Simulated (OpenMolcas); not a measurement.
**How basis sets differ on C2H5B (SMILES BC=C)**

The species is C2H5B (8 atoms), meant as a singlet with charge 0. SMILES: `BC=C`. The coordinates come from a PBE0-D4/def2-TZVP relaxation.

Each level gives the HOMO–LUMO gap (eV). The values are calculated.

```
                                         level          kind     program  value (eV)
                                     HF/STO-3G  Hartree–Fock  OpenMolcas       14.57
                                      HF/3-21G  Hartree–Fock  OpenMolcas       12.65
HF/6-31G** (RICD fitting, Cartesian functions)  Hartree–Fock  OpenMolcas       12.67
                                  HF/6-311+G**  Hartree–Fock  OpenMolcas       11.92
```

The values span 11.92 to 14.57 eV. A Hartree–Fock LUMO above zero doesn't converge with the basis: it sinks as sets grow more diffuse. Orbital gaps aren't excitation energies.
